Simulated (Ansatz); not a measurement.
Geometry optimisation, RKS BLYP-D4/6-31G* in Ansatz 0.2.0.

input.yaml

```yaml
crystal:
  periodic: [false, false, false]
  atoms:
    - { symbol: F, position_ang: [0.0123, -0.0131, -2.5085] }
    - { symbol: C, position_ang: [0.3111, 0.0451, 0.0274] }
    - { symbol: S, position_ang: [-0.1154, -0.1601, 1.8195] }
    - { symbol: H, position_ang: [-0.1229, -0.7403, -0.5779] }
    - { symbol: H, position_ang: [1.3935, 0.0115, -0.0387] }
    - { symbol: H, position_ang: [-0.0501, 1.006, -0.3157] }
    - { symbol: H, position_ang: [-1.4285, -0.1491, 1.5939] }
total_charge: -1
basis:
  gaussian: { orbitals: "6-31G*" }
hamiltonian:
  xc: blyp
  dispersion: d4
relax:
  f_tol: 0.02
  max_steps: 40
```

Launched with:

```bash
$ ansatz run input.yaml --threads 1 --pin off --max-ram 2048MiB --backend cpu --events-out ev --progress --plain --runs-dir out
```

Task: Where does it end, and by what steps?

Result: The run converged. Limits of this set-up: an anion without diffuse functions, the dipole of an ion depends on the origin. After 21 steps the energy has fallen by 1.949 eV; F1 moved furthest, 2.59 Å. Parted: S3–H7. Joined: F1–H7.

```csv
step,energy less start (eV),largest force component (eV/Å),accepted
0,0.0000,1.548,yes
1,-0.1299,0.755,yes
2,-0.2252,0.326,yes
3,-0.2977,0.525,yes
4,-0.3504,0.497,yes
5,-0.3915,0.272,yes
6,-0.4254,0.369,yes
7,-0.4360,0.628,yes
8,-0.4557,0.500,yes
9,-0.4938,0.311,yes
10,-0.5596,0.314,yes
11,-0.6727,0.385,yes
12,-0.8233,0.513,yes
13,-1.0312,0.883,yes
14,-1.2786,1.378,yes
15,-1.6347,1.137,yes
16,-1.7868,2.707,yes
17,-1.8543,0.353,yes
18,-1.9117,0.647,yes
19,-1.9443,0.157,yes
20,-1.9175,0.458,no
21,-1.9485,0.019,yes
```

```xyz
7
Properties=species:S:1:pos:R:3
F -1.660 -1.310 -1.018
C 0.704 0.499 0.134
S -0.520 -0.076 1.420
H 0.383 0.121 -0.851
H 1.727 0.122 0.332
H 0.766 1.604 0.079
H -1.399 -0.959 -0.096
```

Time of the run: 32 s on 1 thread of Arm Neoverse V2, on a shared host, peak memory 0.12 GiB.
